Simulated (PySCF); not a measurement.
**input.py for NaLi**

File input.py (PySCF 2.14):

```python
from pyscf import gto, dft, tdscf

mol = gto.M(
    atom='Na 0 0 0; Li 0 0 2.86',
    basis='6-311++g**',
    charge=0,
    spin=0,
    symmetry=True,
    verbose=4,
)
mf = dft.RKS(mol, xc='b3pw91')
mf = mf.density_fit(auxbasis='def2-universal-jkfit')
mf.kernel()
td = tdscf.TDA(mf)
td.nstates = 5
td.kernel()
td.analyze()
mf.dip_moment()
print('orbital energies (hartree):', mf.mo_energy[..., max(0, mol.nelec[1]-3):mol.nelec[0]+3].round(4))
```

```bash
$ OMP_NUM_THREADS=1 python input.py
```

It prints (some set-up lines removed):

```
PySCF version 2.14.0

[INPUT] Symbol           X                Y                Z      unit          X                Y                Z       unit  Magmom
[INPUT]  1 Na     0.000000000000   0.000000000000   0.000000000000 AA    0.000000000000   0.000000000000   0.000000000000 Bohr   0.0
[INPUT]  2 Li     0.000000000000   0.000000000000   2.860000000000 AA    0.000000000000   0.000000000000   5.404616716256 Bohr   0.0

nuclear repulsion = 6.10589089523077
point group symmetry = Coov
symmetry origin: [0.         0.         1.15813215]
symmetry axis x: [1. 0. 0.]
symmetry axis y: [0. 1. 0.]
symmetry axis z: [0. 0. 1.]
num. orbitals of irrep A1 = 24
num. orbitals of irrep E1x = 12
num. orbitals of irrep E1y = 12
num. orbitals of irrep E2x = 2
num. orbitals of irrep E2y = 2
number of shells = 24
number of NR pGTOs = 84
number of NR cGTOs = 52
basis = 6-311++g**
ecp = {}

******** <class 'pyscf.df.df_jk.DFSymAdaptedRKS'> ********
method = DFSymAdaptedRKS
initial guess = minao
damping factor = 0
level_shift factor = 0
DIIS = <class 'pyscf.scf.diis.CDIIS'>
SCF conv_tol = 1e-09
SCF max_cycles = 50
XC functionals = b3pw91

grids dens level: 3
Freeze 0 electrons in irreps []
    14 free electrons in irreps A1 E1x E1y E2x E2y
Initial guess from minao.
tot grids = 31824
******** <class 'pyscf.df.df.DF'> ********
auxbasis = def2-universal-jkfit
init E= -169.717165107572
HOMO (A1) = -0.149951229559693  LUMO (A1) = -0.0706953805830275  gap/eV = 2.15666
cycle= 1 E= -169.748748190973  delta_E= -0.0316  |g|= 0.0525  |ddm|= 0.886
HOMO (A1) = -0.124194983885485  LUMO (A1) = -0.046945513358907  gap/eV = 2.10207
cycle= 2 E= -169.74989894568  delta_E= -0.00115  |g|= 0.0182  |ddm|= 0.254
HOMO (A1) = -0.132519555497017  LUMO (A1) = -0.0517836728987612  gap/eV = 2.19694
cycle= 3 E= -169.750094450271  delta_E= -0.000196  |g|= 0.00513  |ddm|= 0.0643
HOMO (A1) = -0.13278317498035  LUMO (A1) = -0.0518081688567976  gap/eV = 2.20344
cycle= 4 E= -169.750103587059  delta_E= -9.14e-06  |g|= 0.000831  |ddm|= 0.0186
HOMO (A1) = -0.13251265321155  LUMO (A1) = -0.051609555545645  gap/eV = 2.20149
cycle= 5 E= -169.75010384259  delta_E= -2.56e-07  |g|= 0.000159  |ddm|= 0.00424
HOMO (A1) = -0.132480284658158  LUMO (A1) = -0.0515839128129643  gap/eV = 2.20130
cycle= 6 E= -169.750103879755  delta_E= -3.72e-08  |g|= 3.39e-05  |ddm|= 0.00117
HOMO (A1) = -0.132474784115382  LUMO (A1) = -0.0515754685242868  gap/eV = 2.20138
cycle= 7 E= -169.750103881738  delta_E= -1.98e-09  |g|= 2.33e-06  |ddm|= 0.000579
HOMO (A1) = -0.132475610603589  LUMO (A1) = -0.0515757476861242  gap/eV = 2.20140
cycle= 8 E= -169.750103881745  delta_E= -6.93e-12  |g|= 3.88e-07  |ddm|= 1.92e-05
HOMO (A1) = -0.132475559773996  LUMO (A1) = -0.0515756662281322  gap/eV = 2.20140
Extra cycle  E= -169.750103881745  delta_E= -2.84e-13  |g|= 2.62e-07  |ddm|= 5.1e-06
converged SCF energy = -169.750103881745

******** <class 'pyscf.tdscf.rks.TDA'> for <class 'pyscf.df.df_jk.DFSymAdaptedRKS'> ********
nstates = 5 singlet
deg_eia_thresh = 1.000e-03
wfnsym = None
conv_tol = 1e-05
eigh lindep = 1e-12
eigh level_shift = 0
eigh max_cycle = 100

Excitation energies (eV)
[2.14713156 2.67392099 2.67392099 2.87470535 3.11330148]

** Singlet excitation energies and oscillator strengths **
Excited State   1:   A1      2.14713 eV    577.44 nm  f=0.7624
       7 -> 8         0.69293
Excited State   2:  E1x      2.67392 eV    463.68 nm  f=0.6682
       7 -> 9        -0.69301
       7 -> 16       -0.10273
Excited State   3:  E1y      2.67392 eV    463.68 nm  f=0.6682
       7 -> 10       -0.69301
       7 -> 17       -0.10273
Excited State   4:   A1      2.87471 eV    431.29 nm  f=0.0221
       7 -> 11        0.64824
       7 -> 15       -0.24002
Excited State   5:  E1y      3.11330 eV    398.24 nm  f=0.0046
       7 -> 14        0.64901
       7 -> 21       -0.26535

** Transition electric dipole moments (AU) **
state          X           Y           Z        Dip. S.      Osc.
  1        -0.0000     -0.0000      3.8069     14.4923      0.7624
  2        -3.1937      0.0000      0.0000     10.2000      0.6682
  3        -0.0000     -3.1937     -0.0000     10.2000      0.6682
  4        -0.0000      0.0000     -0.5604      0.3141      0.0221
  5         0.0000      0.2467      0.0000      0.0608      0.0046

** Transition velocity dipole moments (imaginary part, AU) **
state          X           Y           Z        Dip. S.      Osc.
  1         0.0000     -0.0000      0.1871      0.0350      0.2957
  2        -0.2213     -0.0000      0.0000      0.0490      0.3323
  3        -0.0000     -0.2213     -0.0000      0.0490      0.3323
  4        -0.0000      0.0000     -0.0365      0.0013      0.0084
  5         0.0000      0.0318      0.0000      0.0010      0.0059

** Transition magnetic dipole moments (imaginary part, AU) **
state          X           Y           Z
  1        -0.0000     -0.0000     -0.0000
  2         0.0000      0.3210     -0.0000
  3        -0.3210      0.0000     -0.0000
  4         0.0000     -0.0000     -0.0000
  5        -0.0789     -0.0000     -0.0000
Dipole moment(X, Y, Z, Debye):  0.00000,  0.00000, -0.35546
orbital energies (hartree): [-1.1345 -1.1345 -0.1325 -0.0516 -0.0286 -0.0286]
```

In short: E(SCF) = -169.750104 Eh, 8 cycles, μz(SCF) = -0.36 D, first singlet excitations without spin–orbit coupling 2.15, 2.67, 2.67, 2.87, 3.11 eV.

It ran on Intel Xeon 6975P-C (1 thread, shared host) in 3.5 s, peak memory 0.22 GiB.

With symmetry on the solver can miss roots, and labels of degenerate states are those of a subgroup. Stability towards an unrestricted solution was not tested. The bond length is a typed value, not an optimised one.
